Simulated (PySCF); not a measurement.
## Relaxation of triplet Mg₃

Method: UPBE0 in PySCF with Mg def2-TZVP; no relativity; density-fitted integrals. A (50,194) grid was used.

A hand-made obtuse triangle start, of C2v symmetry, held to at least that symmetry:

```xyz
3
charge 0 multiplicity 3, angstrom
Mg    0.0000   -1.2009    0.0000
Mg    2.3419    0.6005    0.0000
Mg   -2.3419    0.6005    0.0000
```

(1) What does it relax to?

(2) How much energy is released, and in how many steps?

Answers

(1) It ends at C2v with Mg–Mg 2.889 Å (×2); Mg–Mg–Mg 133.1° (after a last refinement on a finer grid). A frequency run shows a minimum. Other isomers or separated fragments may lie lower.

(2) 1.7 kJ/mol in 7 steps.

At this level a singlet minimum of D3h symmetry lies 122 kJ/mol below this structure.
